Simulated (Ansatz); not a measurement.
# BNHS (quartet): the correlation ladder at distance B1–S2 = 1.364 Å, cc-pVDZ

How much of the correlation energy of BNHS (quartet) does each wave-function method recover here?

Method: cc-pVDZ, core rule «outside noble gas», up to 7 orbitals frozen; program: Ansatz 0.2.0, Gaussian basis.

The runs, in order: UHF; CCSD(T) on ROHF; CCSD(T) on UHF; BCCD(T) on ROHF; CISD; CCSDT(Q) on ROHF; CCSDT(Q) on UHF; CASSCF and MRCISD+Q, 5 electrons in 5 orbitals; CASSCF and NEVPT2, 5 electrons in 5 orbitals.

42 further runs of the same task are left out: 5 for a known fault of the program, 1 for a mislabelled method, 29 that didn't finish, 7 set aside as unsound or not needed.

## Step 1: The system

The geometry derives from a PBE0/def2-TZVP stationary point (not a proven minimum). One bond is set to the value named and the two fragments are kept rigid.

4 atoms, charge 0, spin multiplicity 4.

Atoms are counted from 1 here; the program's logs count them from 0.

Bond lengths: B1–S2 1.364 Å, S2–N3 1.651 Å, N3–H4 1.029 Å. Angles: B1–S2–N3 108.3°, S2–N3–H4 104.0°.

## Step 2: UHF

Contents of in.yaml:

```yaml
crystal:
  periodic: [false, false, false]
  atoms:
    - {symbol: B, position_ang: [0.000000, -0.462788, 1.241750]}
    - {symbol: S, position_ang: [0.000000, 0.381585, 0.170522]}
    - {symbol: N, position_ang: [0.000000, -0.528396, -1.207364]}
    - {symbol: H, position_ang: [0.000000, 0.167415, -1.965555]}
basis:
  gaussian: {orbitals: cc-pVDZ}
magnetization: {spin_polarized: true, initial_magnetization: 3}
hamiltonian: {xc: hf}
output: {orbitals: {seedname: orbitals}}
```

On the command line:

```bash
$ ansatz run in.yaml --threads 1 --pin off --events-out ev --progress --plain --max-ram 2393MiB
```

Further steps of the session: CCSD(T) on ROHF; CCSD(T) on UHF; BCCD(T) on ROHF; CISD; CCSDT(Q) on ROHF; CCSDT(Q) on UHF; CASSCF and MRCISD+Q, 5 electrons in 5 orbitals; CASSCF and NEVPT2, 5 electrons in 5 orbitals.

Before running them: what should the planned runs give, taken together? Wanted: UCCSDT(Q) below the RHF energy; RMP2 from UCCSDT(Q); UMP2 from UCCSDT(Q); RCCSD from UCCSDT(Q); RCCSD(T) from UCCSDT(Q); UCCSD(T) from UCCSDT(Q); RCCSDT(Q) from UCCSDT(Q); MRCISD+Q pair from UCCSDT(Q); T1 diagnostic.

The runs gave:

```
                         quantity                      value
   UCCSDT(Q) below the RHF energy                 -9.7953 eV
              RMP2 from UCCSDT(Q)              +123.6 kJ/mol
              UMP2 from UCCSDT(Q)              +124.2 kJ/mol
             RCCSD from UCCSDT(Q)               +35.8 kJ/mol
          RCCSD(T) from UCCSDT(Q)                +5.7 kJ/mol
          UCCSD(T) from UCCSDT(Q)                +5.8 kJ/mol
         RCCSDT(Q) from UCCSDT(Q)                +0.2 kJ/mol
     MRCISD+Q pair from UCCSDT(Q)               +25.0 kJ/mol
levels within 1 kcal/mol (43 meV)  RCCSDT, UCCSDT, RCCSDT(Q)
                    T1 diagnostic                      0.037
```

RCCSD(T) lands +5.7 kJ/mol from the yardstick (0.6 % of the correlation energy). These misses are within one basis, not against nature; the frozen cores of restricted and unrestricted runs differ, which can shift their rows.
